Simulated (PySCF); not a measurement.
## Working out the electron affinity of F

F- [Ne] (1S) → F [He] 2s2 2p5 (2P). Calculation: PySCF 2.14, in aug-cc-pVQZ-DK (6s5p4d3f2g, 80 functions); the spin-free X2C one-electron Hamiltonian (Gaussian nucleus). Frozen: 1s2. Energies in hartree (1 hartree = 27.21139 eV):

```csv
part,F- (lower),F (upper)
UHF,-99.543961,-99.501033
MP2 opposite-spin,-0.236053,-0.171877
MP2 same-spin,-0.081212,-0.052199
```

**Question.** What does Hartree-Fock give?

**Answer.** (-99.501033) − (-99.543961) = 0.042928 hartree = 1.168 eV.

**Question.** What do MP2 and SCS-MP2 (6/5 opposite-spin, 1/3 same-spin) give?

**Answer.** The opposite-spin parts differ by 1.746 eV and the same-spin parts by 0.789 eV. MP2: 1.168 + (1.746) + (0.789) = 3.703 eV. SCS-MP2: 1.168 + 1.2 × (1.746) + (0.789)/3 = 3.526 eV.

A first-order spin-orbit estimate adds -0.017 eV to MP2 (valence), giving 3.686 eV against 3.401 eV (measured; photodetachment measurements, as compiled on the Wikipedia data page of electron affinities).

What remains against the reference includes basis incompleteness, the frozen core and correlation beyond second order.
